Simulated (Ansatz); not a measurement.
A structure relaxed at PBE0-D4/def2-TZVP, charge 0, multiplicity 1:

| atom | x (Å) | y (Å) | z (Å) |
| --- | --- | --- | --- |
| Cl1 | 0.751 | 0.174 | -1.858 |
| Al2 | 0.073 | -0.081 | 0.094 |
| Cl3 | -1.693 | 0.869 | 0.654 |
| H4 | 0.868 | -0.962 | 1.111 |

Problem. Give its formula and SMILES.

Solution. AlCl2H, `[Cl][AlH][Cl]`.

Problem. Point group (tolerance 0.08 Å, 0.16 Å for H)?

Solution. C2v.

Problem. Summarise the bond lengths by kind.

Solution. 2 × Al–Cl 2.082 Å; 1 × Al–H 1.563 Å.

Program: Ansatz 0.2.0.
